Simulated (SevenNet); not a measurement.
Diamond-structure Ge, treated with the machine-learned potential SevenNet-0 (trained on PBE and PBE+U data).

Equation-of-state points:

```json
[
 {"V (Å³/atom)": "22.338", "E − E_lowest (meV/atom)": "13.31"},
 {"V (Å³/atom)": "22.694", "E − E_lowest (meV/atom)": "7.25"},
 {"V (Å³/atom)": "23.051", "E − E_lowest (meV/atom)": "3.13"},
 {"V (Å³/atom)": "23.407", "E − E_lowest (meV/atom)": "0.77"},
 {"V (Å³/atom)": "23.764", "E − E_lowest (meV/atom)": "0.00"},
 {"V (Å³/atom)": "24.120", "E − E_lowest (meV/atom)": "0.67"},
 {"V (Å³/atom)": "24.477", "E − E_lowest (meV/atom)": "2.66"},
 {"V (Å³/atom)": "24.833", "E − E_lowest (meV/atom)": "5.84"},
 {"V (Å³/atom)": "25.190", "E − E_lowest (meV/atom)": "10.12"}
]
```

Q: Estimate the bulk modulus and its pressure derivative from these points.

A: V0 = 23.770 Å³/atom, B0 = 43.3 GPa, B′ = 5.4 (fit to the energies at full precision).

Measured, for comparison: bulk modulus 77.3 GPa (low-temperature value with the zero-point effect removed, our sources range from 77.3 to 79.4; as tabulated in Tanner et al. (2021), arXiv:2110.11888); equilibrium volume per atom 22.47 Å³/atom (static lattice: zero-point anharmonic expansion removed; as tabulated in Mejia-Rodriguez and Trickey (2018), arXiv:1807.09216). Computed (rounded) less measured: bulk modulus -44 % (-44 % to -45 % over the range), equilibrium volume per atom +5.8 %.

A machine-learned potential is trained on density-functional data: it inherits that level's misses and adds fitting errors of its own.

Computed values are for the static lattice.
